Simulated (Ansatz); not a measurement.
**Scan of the H5–S3–C2 angle**

C2H2S (SMILES C#CS), singlet, at its PBE0-D4/def2-TZVP minimum:

C1  (-1.197, -0.342, 0.002)
C2  (0.001, -0.224, 0.026)
S3  (1.679, -0.198, 0.083)
H4  (-2.257, -0.433, -0.022)
H5  (1.824, 1.123, -0.131)
(Å)

The angle H5–S3–C2 (96.7° at the minimum) is set to the values below, H5, with anything bonded beyond it, turning rigidly in the plane of the angle. Each method's energies count from its own value at the PBE0-D4 minimum structure. Computed with Ansatz 0.2.0 (basis: def2-TZVPP); correlated methods freeze the cores.

CCSD(T) energies along the scan:
| angle (°) | CCSD(T) (eV) |
| --- | --- |
| 78.7 | 0.285 |
| 83.2 | 0.158 |
| 87.7 | 0.068 |
| 92.2 | 0.016 |
| 96.7 | 0.000 |
| 101.2 | 0.019 |
| 105.7 | 0.072 |
| 110.2 | 0.158 |
| 114.7 | 0.274 |
They count from the CCSD(T) energy at the PBE0-D4 minimum.

Minimum and curvature along this coordinate at CCSD(T): A fifth-order fit through the nearest points gives 96.5°, with a curvature of about 1.7 meV/deg².

Largest difference from the CCSD(T) curve over the scan: PBE-D4 0.027; r2SCAN-D4 0.017; wB97M-V 0.002; HF 0.093 eV. Each curve counts from its own value at the minimum.

The T1 diagnostic stays at or below 0.014.

For scale, one of the runs: CCSD(T)/def2-TZVPP, 132 basis functions (an equivalent command: `ansatz run in.yaml --threads 2`). Hardware: 2 CPU threads, shared host. Wall time 6.5 s; peak host memory 0.65 GiB.
